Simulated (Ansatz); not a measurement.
Input for Ansatz (development build ahead of 0.2.0):

```yaml
crystal:
  periodic: [false, false, false]
  atoms:
    - { symbol: P, position_ang: [0.0, 0.0, 0.0] }
    - { symbol: H, position_ang: [2.66368, 0.0, 0.0] }
    - { symbol: H, position_ang: [-2.11638, 0.0, 0.0] }
basis:
  gaussian: { orbitals: "6-31G" }
magnetization:
  initial_magnetization: 3
hamiltonian:
  xc: hf
correlation:
  method: fci
  frozen_orbitals: { H: 0, P: 5 }
```

The input is written out in the form of the current development build from the run's settings.

Results

- Converged: yes
- Total energy: -341.73774 hartree
- State: lowest quartet root, of any spatial symmetry
